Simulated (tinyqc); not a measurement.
RKS/LDA (VWN5) in the sto-3g basis, for H2O, spin multiplicity 1, step by step (part 2 of 2). Computed by tinyqc, a small Python program that keeps every step (integrals from PySCF). Command: `OMP_NUM_THREADS=1 python tinyqc.py 26231 26232 out.jsonl` (the two numbers bound the seeds that draw the settings). One thread of a shared host (Intel(R) Xeon(R) Processor @ 2.60GHz), about 0.6 s of CPU time with the checks.

Geometry (angstrom):
```
atom         x          y         z
O     0.000000   0.000000  0.000000
H     0.000000   0.842000  0.514000
H     0.000000  -0.791000  0.483000
```

## Iteration 24 (converged): orbitals

converged F (hartree), lower triangle:
```
             1O 1s      1O 2s     1O 2px     1O 2py     1O 2pz      2H 1s      3H 1s
1O 1s   -18.251686
1O 2s    -4.746500  -1.920070
1O 2px    0.000000   0.000000  -0.049165
1O 2py    0.001417   0.015614   0.000000  -0.218804
1O 2pz   -0.022202  -0.168015   0.000000   0.006743  -0.119334
2H 1s    -1.019526  -0.717501   0.000000  -0.248521  -0.196742  -0.382777
3H 1s    -1.173616  -0.798429   0.000000   0.270371  -0.210674  -0.266977  -0.441608
```

X, lower triangle:
```
            1O 1s      1O 2s    1O 2px     1O 2py     1O 2pz      2H 1s     3H 1s
1O 1s    1.024242
1O 2s   -0.143809   1.253019
1O 2px   0.000000   0.000000  1.000000
1O 2py   0.001019  -0.017213  0.000000   1.131377
1O 2pz  -0.008880   0.097537  0.000000  -0.006136   1.041179
2H 1s    0.021555  -0.278531  0.000000  -0.235787  -0.120192   1.189619
3H 1s    0.023139  -0.325006  0.000000   0.258930  -0.135580  -0.077411  1.230869
```

Diagonalise F' = X^T F X, C = X C', fill 5 alpha and 5 beta electrons from the bottom; D = 2 C_occ C_occ^T. Each column has its largest component positive (the first on a tie).

F' = X^T F X (hartree), lower triangle:
```
            1          2          3          4          5          6          7
1  -17.880184
2   -2.566084  -0.864064
3    0.000000   0.000000  -0.049165
4    0.000754  -0.004394   0.000000  -0.007256
5   -0.032987  -0.045468   0.000000  -0.001802  -0.055283
6   -0.151889  -0.323649   0.000000  -0.290061  -0.157380  -0.023916
7   -0.197641  -0.373088   0.000000   0.315145  -0.175145  -0.081496  -0.008291
```

orbital energies (hartree): MO1 -18.264429, MO2 -0.817911, MO3 -0.399537, MO4 -0.112102, MO5 -0.049165, MO6 0.290980, MO7 0.464005

coefficients C:
```
              MO1        MO2        MO3        MO4       MO5        MO6        MO7
1O 1s    0.992532  -0.226837  -0.008388   0.120817  0.000000   0.137150   0.027923
1O 2s    0.033879   0.781639   0.040881  -0.582222  0.000000  -0.887627  -0.207636
1O 2px   0.000000   0.000000   0.000000   0.000000  1.000000   0.000000   0.000000
1O 2py  -0.000612  -0.023571   0.596185  -0.004088  0.000000  -0.159184   1.010762
1O 2pz   0.004797   0.200190   0.005058   0.798019  0.000000  -0.659567  -0.120512
2H 1s   -0.007800   0.169014   0.445361   0.251402  0.000000   0.911142  -0.670012
3H 1s   -0.008919   0.200740  -0.421405   0.243231  0.000000   0.674737   0.990067
```

D after iteration 24, lower triangle:
```
            1O 1s      1O 2s    1O 2px     1O 2py    1O 2pz      2H 1s     3H 1s
1O 1s    2.102485
1O 2s   -0.428727   1.905522
1O 2px   0.000000   0.000000  2.000000
1O 2py  -0.001511   0.016617  0.000000   0.712019
1O 2pz   0.111445  -0.615557  0.000000  -0.009937  1.353917
2H 1s   -0.038886   0.007358  0.000000   0.521022  0.473347   0.580352
3H 1s   -0.042932  -0.004476  0.000000  -0.513912  0.464231  -0.185062  0.554240
```

## Convergence

Stop when the energy changes by less than 1e-09 hartree and every element of the error matrix X^T (F D S - S D F) X is below 9e-06.

Course of the cycle:
```
iteration   E (hartree)     change  largest element of the error matrix
1          -73.00207569          -                             7.49e-01
2          -74.59868216  -1.60e+00                             3.52e-01
3          -74.73179847  -1.33e-01                             6.32e-02
4          -74.73719083  -5.39e-03                             2.67e-02
5          -74.73829210  -1.10e-03                             1.72e-02
6          -74.73871574  -4.24e-04                             1.11e-02
7          -74.73889428  -1.79e-04                             7.20e-03
8          -74.73897191  -7.76e-05                             4.70e-03
9          -74.73900615  -3.42e-05                             3.09e-03
10         -74.73902135  -1.52e-05                             2.04e-03
11         -74.73902812  -6.76e-06                             1.35e-03
12         -74.73903113  -3.01e-06                             8.96e-04
13         -74.73903247  -1.34e-06                             5.95e-04
14         -74.73903307  -5.99e-07                             3.96e-04
15         -74.73903334  -2.67e-07                             2.64e-04
16         -74.73903346  -1.19e-07                             1.76e-04
17         -74.73903351  -5.31e-08                             1.17e-04
18         -74.73903354  -2.37e-08                             7.83e-05
19         -74.73903355  -1.05e-08                             5.23e-05
20         -74.73903355  -4.70e-09                             3.49e-05
21         -74.73903355  -2.10e-09                             2.33e-05
22         -74.73903355  -9.34e-10                             1.55e-05
23         -74.73903355  -4.16e-10                             1.04e-05
24         -74.73903355  -1.86e-10                             6.93e-06
```

PySCF RKS in the same basis, fine grid = -74.71861092 hartree

Converged in 24 iterations. The coarse grid moves the energy by -2.04e-02 hartree.

## Populations, bond orders and dipole

overlap S, lower triangle:
```
           1O 1s     1O 2s    1O 2px     1O 2py    1O 2pz     2H 1s     3H 1s
1O 1s   1.000000
1O 2s   0.236704  1.000000
1O 2px  0.000000  0.000000  1.000000
1O 2py  0.000000  0.000000  0.000000   1.000000
1O 2pz  0.000000  0.000000  0.000000   0.000000  1.000000
2H 1s   0.050347  0.455784  0.000000   0.326980  0.199606  1.000000
3H 1s   0.058005  0.494956  0.000000  -0.344629  0.210437  0.211412  1.000000
```

Mulliken: Z minus the diagonal of D S on the atom; Loewdin: the same with S^(1/2) D S^(1/2); Mayer order: 2 sum_s sum (D(s) S)_ij (D(s) S)_ji over the two atoms.

Charges (e):
```
atom   Mulliken    Loewdin
1O    -0.407318  -0.285284
2H     0.192529   0.138028
3H     0.214789   0.147256
```

Mayer bond orders:
```
pair     order
2-1   0.942150
3-1   0.933083
3-2   0.020783
```

dipole moment about the origin, x y z (debye): 0.000000  -0.020841  1.646928
